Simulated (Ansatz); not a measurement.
# BH₂ (doublet): PBE0, B3LYP, wB97M-V over a scan of the scale of all distances, aug-cc-pVDZ, part 2 of 3

Ansatz 0.2.0, Gaussian basis; aug-cc-pVDZ, all electrons in the functionals. The steps go on from the part before.

## (11) B3LYP, 1.000

The input, in.yaml:

```yaml
crystal:
  periodic: [false, false, false]
  atoms:
    - {symbol: B, position_ang: [0.000000, -0.080006, 0.000000]}
    - {symbol: H, position_ang: [0.000000, 0.429067, -1.077008]}
    - {symbol: H, position_ang: [0.000000, 0.429067, 1.077008]}
basis:
  gaussian: {orbitals: aug-cc-pVDZ}
magnetization: {spin_polarized: true, initial_magnetization: 1}
hamiltonian: {xc: {name: B3LYP}}
```

Run with:

```
ansatz run in.yaml --threads 1 --pin off --events-out ev --progress --plain --max-ram 2393MiB
```

The program printed (excerpt; [...] marks lines left out):

```text
Functional definition: B3LYP
  name "B3LYP"
  cite "Stephens, Devlin, Chabalowski & Frisch, J. Phys. Chem. 98, 11623 (1994) doi:10.1021/j100096a001"
  cite "Becke, Phys. Rev. A 38, 3098 (1988) doi:10.1103/PhysRevA.38.3098"
  cite "Lee, Yang & Parr, Phys. Rev. B 37, 785 (1988) doi:10.1103/PhysRevB.37.785"
  cite "Vosko, Wilk & Nusair, Can. J. Phys. 58, 1200 (1980) doi:10.1139/p80-159"
[...]
329 factors; their error is unknown
[...]
mean field -705.79286734 eV, -25.9374094712 hartree, gradient 3.9e-5 eV, S^2 0.751442; 1 other end points of the search recorded, 0 dependent functions left out
reference -705.79310119 eV, -25.9374180649 hartree; 4, 3 occupied and 37, 38 virtual orbitals, 329 factors
Total energy: -705.79310119 eV, -25.9374180649 hartree
```

It took 0.57 s on 1 thread of Intel Xeon Platinum 8375C at 2.90GHz, shared host.

From the report: ⟨S²⟩ of the determinant 0.751 (pure doublet: 0.75).

## (12) B3LYP, 1.139

The input, in.yaml:

```yaml
crystal:
  periodic: [false, false, false]
  atoms:
    - {symbol: B, position_ang: [0.000000, -0.091127, 0.000000]}
    - {symbol: H, position_ang: [0.000000, 0.488707, -1.226712]}
    - {symbol: H, position_ang: [0.000000, 0.488707, 1.226712]}
basis:
  gaussian: {orbitals: aug-cc-pVDZ}
magnetization: {spin_polarized: true, initial_magnetization: 1}
hamiltonian: {xc: {name: B3LYP}}
```

Launched as before.

The program printed (excerpt; [...] marks lines left out):

```text
Functional definition: B3LYP
  name "B3LYP"
  cite "Stephens, Devlin, Chabalowski & Frisch, J. Phys. Chem. 98, 11623 (1994) doi:10.1021/j100096a001"
  cite "Becke, Phys. Rev. A 38, 3098 (1988) doi:10.1103/PhysRevA.38.3098"
  cite "Lee, Yang & Parr, Phys. Rev. B 37, 785 (1988) doi:10.1103/PhysRevB.37.785"
  cite "Vosko, Wilk & Nusair, Can. J. Phys. 58, 1200 (1980) doi:10.1139/p80-159"
[...]
329 factors; their error is unknown
[...]
mean field -705.33186939 eV, -25.9204681089 hartree, gradient 5.2e-6 eV, S^2 0.751425; 1 other end points of the search recorded, 0 dependent functions left out
reference -705.33211375 eV, -25.9204770891 hartree; 4, 3 occupied and 37, 38 virtual orbitals, 329 factors
Total energy: -705.33211375 eV, -25.9204770891 hartree
```

Run time: 0.66 s. Hardware: 1 thread of Intel Xeon Platinum 8375C at 2.90GHz, shared host.

From the report: ⟨S²⟩ of the determinant 0.751 (pure doublet: 0.75).

From 1.000: +44.5 kJ/mol.

## (13) B3LYP, 1.324

The input, in.yaml:

```yaml
crystal:
  periodic: [false, false, false]
  atoms:
    - {symbol: B, position_ang: [0.000000, -0.105928, 0.000000]}
    - {symbol: H, position_ang: [0.000000, 0.568084, -1.425959]}
    - {symbol: H, position_ang: [0.000000, 0.568084, 1.425959]}
basis:
  gaussian: {orbitals: aug-cc-pVDZ}
magnetization: {spin_polarized: true, initial_magnetization: 1}
hamiltonian: {xc: {name: B3LYP}}
```

Launched as before.

The program printed (excerpt; [...] marks lines left out):

```text
Functional definition: B3LYP
  name "B3LYP"
  cite "Stephens, Devlin, Chabalowski & Frisch, J. Phys. Chem. 98, 11623 (1994) doi:10.1021/j100096a001"
  cite "Becke, Phys. Rev. A 38, 3098 (1988) doi:10.1103/PhysRevA.38.3098"
  cite "Lee, Yang & Parr, Phys. Rev. B 37, 785 (1988) doi:10.1103/PhysRevB.37.785"
  cite "Vosko, Wilk & Nusair, Can. J. Phys. 58, 1200 (1980) doi:10.1139/p80-159"
[...]
329 factors; their error is unknown
[...]
mean field -703.90827112 eV, -25.8681518376 hartree, gradient 2.7e-5 eV, S^2 0.752183; 1 other end points of the search recorded, 0 dependent functions left out
reference -703.90853821 eV, -25.8681616528 hartree; 4, 3 occupied and 37, 38 virtual orbitals, 329 factors
Total energy: -703.90853821 eV, -25.8681616528 hartree
```

Run time: 0.57 s. Hardware: 1 thread of Intel Xeon Platinum 8375C at 2.90GHz, shared host.

From the report: ⟨S²⟩ of the determinant 0.752 (pure doublet: 0.75).

From 1.000: +181.8 kJ/mol.

## (14) B3LYP, 1.520

The input, in.yaml:

```yaml
crystal:
  periodic: [false, false, false]
  atoms:
    - {symbol: B, position_ang: [0.000000, -0.121609, 0.000000]}
    - {symbol: H, position_ang: [0.000000, 0.652182, -1.637052]}
    - {symbol: H, position_ang: [0.000000, 0.652182, 1.637052]}
basis:
  gaussian: {orbitals: aug-cc-pVDZ}
magnetization: {spin_polarized: true, initial_magnetization: 1}
hamiltonian: {xc: {name: B3LYP}}
```

The command is unchanged.

The program printed (excerpt; [...] marks lines left out):

```text
Functional definition: B3LYP
  name "B3LYP"
  cite "Stephens, Devlin, Chabalowski & Frisch, J. Phys. Chem. 98, 11623 (1994) doi:10.1021/j100096a001"
  cite "Becke, Phys. Rev. A 38, 3098 (1988) doi:10.1103/PhysRevA.38.3098"
  cite "Lee, Yang & Parr, Phys. Rev. B 37, 785 (1988) doi:10.1103/PhysRevB.37.785"
  cite "Vosko, Wilk & Nusair, Can. J. Phys. 58, 1200 (1980) doi:10.1139/p80-159"
[...]
329 factors; their error is unknown
[...]
mean field -702.26726297 eV, -25.8078459001 hartree, gradient 4.8e-5 eV, S^2 0.764214; 0 other end points of the search recorded, 0 dependent functions left out
reference -702.26753677 eV, -25.8078559621 hartree; 4, 3 occupied and 37, 38 virtual orbitals, 329 factors
Total energy: -702.26753677 eV, -25.8078559621 hartree
```

Wall time 0.6 s (1 thread of Intel Xeon Platinum 8375C at 2.90GHz, shared host).

From the report: ⟨S²⟩ of the determinant 0.764 (pure doublet: 0.75).

From 1.000: +340.2 kJ/mol.

## (15) B3LYP, 1.778

The input, in.yaml:

```yaml
crystal:
  periodic: [false, false, false]
  atoms:
    - {symbol: B, position_ang: [0.000000, -0.142251, 0.000000]}
    - {symbol: H, position_ang: [0.000000, 0.762881, -1.914920]}
    - {symbol: H, position_ang: [0.000000, 0.762881, 1.914920]}
basis:
  gaussian: {orbitals: aug-cc-pVDZ}
magnetization: {spin_polarized: true, initial_magnetization: 1}
hamiltonian: {xc: {name: B3LYP}}
```

Same command.

The program printed (excerpt; [...] marks lines left out):

```text
Functional definition: B3LYP
  name "B3LYP"
  cite "Stephens, Devlin, Chabalowski & Frisch, J. Phys. Chem. 98, 11623 (1994) doi:10.1021/j100096a001"
  cite "Becke, Phys. Rev. A 38, 3098 (1988) doi:10.1103/PhysRevA.38.3098"
  cite "Lee, Yang & Parr, Phys. Rev. B 37, 785 (1988) doi:10.1103/PhysRevB.37.785"
  cite "Vosko, Wilk & Nusair, Can. J. Phys. 58, 1200 (1980) doi:10.1139/p80-159"
[...]
329 factors; their error is unknown
[...]
mean field -700.58629187 eV, -25.7460713519 hartree, gradient 1.5e-5 eV, S^2 0.843324; 1 other end points of the search recorded, 0 dependent functions left out
reference -700.58656928 eV, -25.7460815464 hartree; 4, 3 occupied and 37, 38 virtual orbitals, 329 factors
Total energy: -700.58656928 eV, -25.7460815464 hartree
```

Run time: 0.69 s. Hardware: 1 thread of Intel Xeon Platinum 8375C at 2.90GHz, shared host.

From the report: ⟨S²⟩ of the determinant 0.843 (pure doublet: 0.75).

From 1.000: +502.4 kJ/mol.

## (16) B3LYP, 2.014

The input, in.yaml:

```yaml
crystal:
  periodic: [false, false, false]
  atoms:
    - {symbol: B, position_ang: [0.000000, -0.161133, 0.000000]}
    - {symbol: H, position_ang: [0.000000, 0.864141, -2.169094]}
    - {symbol: H, position_ang: [0.000000, 0.864141, 2.169094]}
basis:
  gaussian: {orbitals: aug-cc-pVDZ}
magnetization: {spin_polarized: true, initial_magnetization: 1}
hamiltonian: {xc: {name: B3LYP}}
```

Launched as before.

The program printed (excerpt; [...] marks lines left out):

```text
Functional definition: B3LYP
  name "B3LYP"
  cite "Stephens, Devlin, Chabalowski & Frisch, J. Phys. Chem. 98, 11623 (1994) doi:10.1021/j100096a001"
  cite "Becke, Phys. Rev. A 38, 3098 (1988) doi:10.1103/PhysRevA.38.3098"
  cite "Lee, Yang & Parr, Phys. Rev. B 37, 785 (1988) doi:10.1103/PhysRevB.37.785"
  cite "Vosko, Wilk & Nusair, Can. J. Phys. 58, 1200 (1980) doi:10.1139/p80-159"
[...]
329 factors; their error is unknown
[...]
mean field -699.63743843 eV, -25.7112016308 hartree, gradient 1.2e-5 eV, S^2 1.012906; 4 other end points of the search recorded, 0 dependent functions left out
reference -699.63772437 eV, -25.7112121391 hartree; 4, 3 occupied and 37, 38 virtual orbitals, 329 factors
Total energy: -699.63772437 eV, -25.7112121391 hartree
```

Run time: 0.75 s. Hardware: 1 thread of Intel Xeon Platinum 8375C at 2.90GHz, shared host.

From the report: ⟨S²⟩ of the determinant 1.013 (pure doublet: 0.75).

From 1.000: +593.9 kJ/mol.

## (17) B3LYP, 2.369

The input, in.yaml:

```yaml
crystal:
  periodic: [false, false, false]
  atoms:
    - {symbol: B, position_ang: [0.000000, -0.189535, 0.000000]}
    - {symbol: H, position_ang: [0.000000, 1.016459, -2.551432]}
    - {symbol: H, position_ang: [0.000000, 1.016459, 2.551432]}
basis:
  gaussian: {orbitals: aug-cc-pVDZ}
magnetization: {spin_polarized: true, initial_magnetization: 1}
hamiltonian: {xc: {name: B3LYP}}
```

The command is unchanged.

The program printed (excerpt; [...] marks lines left out):

```text
Functional definition: B3LYP
  name "B3LYP"
  cite "Stephens, Devlin, Chabalowski & Frisch, J. Phys. Chem. 98, 11623 (1994) doi:10.1021/j100096a001"
  cite "Becke, Phys. Rev. A 38, 3098 (1988) doi:10.1103/PhysRevA.38.3098"
  cite "Lee, Yang & Parr, Phys. Rev. B 37, 785 (1988) doi:10.1103/PhysRevB.37.785"
  cite "Vosko, Wilk & Nusair, Can. J. Phys. 58, 1200 (1980) doi:10.1139/p80-159"
[...]
329 factors; their error is unknown
[...]
mean field -698.91551644 eV, -25.6846714874 hartree, gradient 1.1e-5 eV, S^2 1.341206; 5 other end points of the search recorded, 0 dependent functions left out
reference -698.91582210 eV, -25.6846827201 hartree; 4, 3 occupied and 37, 38 virtual orbitals, 329 factors
Total energy: -698.91582210 eV, -25.6846827201 hartree
```

Wall time 2.4 s (1 thread of Intel Xeon Platinum 8375C at 2.90GHz, shared host).

From the report: ⟨S²⟩ of the determinant 1.341 (pure doublet: 0.75). The determinant is far from a pure spin state, so its energy mixes those of several spin states (harmless only where they are near-degenerate, as at dissociation).

From 1.000: +663.6 kJ/mol.

## (18) wB97M-V, 0.871

The input, in.yaml:

```yaml
crystal:
  periodic: [false, false, false]
  atoms:
    - {symbol: B, position_ang: [0.000000, -0.069685, 0.000000]}
    - {symbol: H, position_ang: [0.000000, 0.373717, -0.938074]}
    - {symbol: H, position_ang: [0.000000, 0.373717, 0.938074]}
basis:
  gaussian: {orbitals: aug-cc-pVDZ}
magnetization: {spin_polarized: true, initial_magnetization: 1}
hamiltonian: {xc: {name: wB97M-V}}
output: {orbitals: {seedname: orbitals}}
```

Same command.

The program printed (excerpt; [...] marks lines left out):

```text
Functional definition: wB97M-V
  name "wB97M-V"
  cite "Mardirossian & Head-Gordon, J. Chem. Phys. 144, 214110 (2016) doi:10.1063/1.4952647"
  cite "Becke, J. Chem. Phys. 107, 8554 (1997) doi:10.1063/1.475007"
  cite "Vydrov & Van Voorhis, J. Chem. Phys. 133, 244103 (2010) doi:10.1063/1.3521275"
  # Of w^i u^j: cxij and so on, Table III.
[...]
  gx(w, u) = 1 - cx + cx01*u + cx10*w
[...]
      + integral(e_c_pw_mod_opposite_spin*gos(b97_w_opposite, b97_u_opposite)) + vv10(b, c)
329 factors; their error is unknown
198 factors; integrals over basis functions are off by at most 2.6e-6 eV
[...]
mean field -704.02584231 eV, -25.8724724992 hartree, gradient 4.9e-5 eV, S^2 0.750791; 1 other end points of the search recorded, 0 dependent functions left out
reference -704.02592077 eV, -25.8724753825 hartree; 4, 3 occupied and 37, 38 virtual orbitals, 329 factors
Total energy: -704.02592077 eV, -25.8724753825 hartree
```

It took 1.8 s on 1 thread of Intel Xeon Platinum 8375C at 2.90GHz, shared host.

From the report: ⟨S²⟩ of the determinant 0.751 (pure doublet: 0.75).

## (19) wB97M-V, 1.000

The input, in.yaml:

```yaml
crystal:
  periodic: [false, false, false]
  atoms:
    - {symbol: B, position_ang: [0.000000, -0.080006, 0.000000]}
    - {symbol: H, position_ang: [0.000000, 0.429067, -1.077008]}
    - {symbol: H, position_ang: [0.000000, 0.429067, 1.077008]}
basis:
  gaussian: {orbitals: aug-cc-pVDZ}
magnetization: {spin_polarized: true, initial_magnetization: 1}
hamiltonian: {xc: {name: wB97M-V}}
output: {orbitals: {seedname: orbitals}}
```

The command is unchanged.

The program printed (excerpt; [...] marks lines left out):

```text
Functional definition: wB97M-V
  name "wB97M-V"
  cite "Mardirossian & Head-Gordon, J. Chem. Phys. 144, 214110 (2016) doi:10.1063/1.4952647"
  cite "Becke, J. Chem. Phys. 107, 8554 (1997) doi:10.1063/1.475007"
  cite "Vydrov & Van Voorhis, J. Chem. Phys. 133, 244103 (2010) doi:10.1063/1.3521275"
  # Of w^i u^j: cxij and so on, Table III.
[...]
  gx(w, u) = 1 - cx + cx01*u + cx10*w
[...]
      + integral(e_c_pw_mod_opposite_spin*gos(b97_w_opposite, b97_u_opposite)) + vv10(b, c)
329 factors; their error is unknown
198 factors; integrals over basis functions are off by at most 3.5e-6 eV
[...]
mean field -704.81231697 eV, -25.9013749098 hartree, gradient 1.4e-5 eV, S^2 0.750820; 1 other end points of the search recorded, 0 dependent functions left out
reference -704.81238444 eV, -25.9013773890 hartree; 4, 3 occupied and 37, 38 virtual orbitals, 329 factors
Total energy: -704.81238444 eV, -25.9013773890 hartree
```

Run time: 1.6 s. Hardware: 1 thread of Intel Xeon Platinum 8375C at 2.90GHz, shared host.

From the report: ⟨S²⟩ of the determinant 0.751 (pure doublet: 0.75).

## (20) wB97M-V, 1.139

The input, in.yaml:

```yaml
crystal:
  periodic: [false, false, false]
  atoms:
    - {symbol: B, position_ang: [0.000000, -0.091127, 0.000000]}
    - {symbol: H, position_ang: [0.000000, 0.488707, -1.226712]}
    - {symbol: H, position_ang: [0.000000, 0.488707, 1.226712]}
basis:
  gaussian: {orbitals: aug-cc-pVDZ}
magnetization: {spin_polarized: true, initial_magnetization: 1}
hamiltonian: {xc: {name: wB97M-V}}
output: {forces: true, orbitals: {seedname: orbitals}}
```

Same command.

The program printed:

```text
Functional definition: wB97M-V
  name "wB97M-V"
  cite "Mardirossian & Head-Gordon, J. Chem. Phys. 144, 214110 (2016) doi:10.1063/1.4952647"
  cite "Becke, J. Chem. Phys. 107, 8554 (1997) doi:10.1063/1.475007"
  cite "Vydrov & Van Voorhis, J. Chem. Phys. 133, 244103 (2010) doi:10.1063/1.3521275"
  # Of w^i u^j: cxij and so on, Table III.
  parameter omega = 0.3/bohr
  parameter cx = 0.15
  parameter cx01 = 1.007
  parameter cx10 = 0.259
  parameter css00 = 0.443
  parameter css04 = -1.437
  parameter css10 = -4.535
  parameter css20 = -3.390
  parameter css43 = 4.278
  parameter cos00 = 1.000
  parameter cos10 = 1.358
  parameter cos20 = 2.924
  parameter cos21 = -8.812
  parameter cos60 = -1.390
  parameter cos61 = 9.142
  parameter b = 6.0
  parameter c = 0.01
  gx(w, u) = 1 - cx + cx01*u + cx10*w
  gss(w, u) = css00 + css04*u^4 + css10*w + css20*w^2 + css43*w^4*u^3
  gos(w, u) = cos00 + cos10*w + (cos20 + cos21*u)*w^2 + (cos60 + cos61*u)*w^6
  exchange = spin_sum(e_x_unif_sr(omega)*gx(b97_w, b97_u_x)) + cx*exact_x_sr(omega) + exact_x_lr(omega)
  correlation = spin_sum(e_c_pw_mod_same_spin*gss(b97_w, b97_u_same))
      + integral(e_c_pw_mod_opposite_spin*gos(b97_w_opposite, b97_u_opposite)) + vv10(b, c)
329 factors; their error is unknown
198 factors; integrals over basis functions are off by at most 3.9e-6 eV
mean field evaluation 1: about -704.0701 eV, gradient 4.2e0 eV
mean field evaluation 2: about -704.2932 eV, gradient 1.3e0 eV
mean field evaluation 4: about -704.3426 eV, gradient 1.3e-1 eV
mean field evaluation 8: about -704.3288 eV, gradient 1.9e-2 eV
mean field evaluation 16: about -703.6999 eV, gradient 2.5e0 eV
mean field -704.32884988 eV, -25.8836078217 hartree, gradient 2.1e-5 eV, S^2 0.750787; 1 other end points of the search recorded, 0 dependent functions left out
the calculation of the forces begins
reference -704.32892255 eV, -25.8836104925 hartree; 4, 3 occupied and 37, 38 virtual orbitals, 329 factors
Total energy: -704.32892255 eV, -25.8836104925 hartree
Atom 0 at     0.000000    -0.091127     0.000000 Å, force     0.000000     1.996949     0.000000 eV/Å
Atom 1 at     0.000000     0.488707    -1.226712 Å, force    -0.000000    -0.998474     2.415170 eV/Å
Atom 2 at     0.000000     0.488707     1.226712 Å, force    -0.000000    -0.998474    -2.415170 eV/Å
Dipole moment:     0.000000     0.075833     0.000000 e Å
```

Run time: 1.9 s. Hardware: 1 thread of Intel Xeon Platinum 8375C at 2.90GHz, shared host.

From the report: ⟨S²⟩ of the determinant 0.751 (pure doublet: 0.75).

From 1.000: +46.6 kJ/mol.

(Part 2 of 3 ends here.)
